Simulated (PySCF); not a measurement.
C2H6OP2.
Numbering: `[H]/[P:5]=[P:4]\[CH2:3][O:2][CH3:1]`

Cartesian coordinates in Å at the PBE0-D3(BJ)/def2-SVP level; atoms count from 1:
```
atom  x, y, z in Å
C1    -1.253    0.466   -0.388
O2    -0.294   -0.522   -0.644
C3     0.307   -1.030    0.493
P4     1.733   -0.063    1.296
P5     2.369    1.251   -0.106
H6    -1.656    0.796   -1.355
H7    -2.083    0.070    0.227
H8    -0.821    1.340    0.133
H9    -0.428   -1.201    1.306
H10    0.742   -2.013    0.243
H11    1.424    0.880   -1.125
```

Lines to be assigned: C 1s: 292.15 (area 1), 292.52 (area 1) eV; O 1s: 538.84 eV; P 1s: 2149.56 (area 1), 2149.68 (area 1) eV; P 2p3/2: 136.04 (area 1), 136.17 (area 1) eV.

Computed with delta-SCF UKS SCAN, pcX-2 on the ionised atom, pcseg-1 elsewhere, spin-free X2C (PySCF 2.14.0). Isolated species at its PBE0-D3(BJ)/def2-SVP geometry (one conformer only).

**Question.** Which carbon gives which C 1s line?

**Answer.** 292.15 eV: C3 (sp3 carbon bound to oxygen); 292.52 eV: C1 (methoxy carbon). Lowest listed C 1s: C3, bonded to O, 2 H and P. Highest, 0.37 eV above it: C1, bonded to O and 3 H. Summing the Pauling electronegativity differences to the bonded atoms, each weighted by its formal bond order, gives -0.17 for the lowest site and -0.16 for the highest.

Bonded neighbours of each site: C1: O and 3 H; O2: 2 C; C3: O, 2 H and P; P4: C and P (double bond); P5: H and P (double bond).

**Question.** Express the binding energy of O 1s of O2 (atom 2) in atomic units and per mole.

**Answer.** 538.84 eV = 19.8020 Eh = 51990 kJ/mol.

The 2p values aren't plain energy differences: one relaxed spin-free 2p hole is combined with a matrix within the shell (ground-state 2p orbital-energy differences and spin–orbit coupling). 2p3/2, the mean of its two sublevels, lies a third of the splitting below the shell's mean and 2p1/2 two thirds above it; the statistical areas are 2:1. 2p1/2 minus 2p3/2 (ligand field included): P 0.89 eV.

Hardware: Intel Xeon 6975P-C, one thread, no GPU, shared host with 192 logical CPUs at a one-minute load of 39. Cost: 26 s of wall time, 0.53 GiB resident at most.
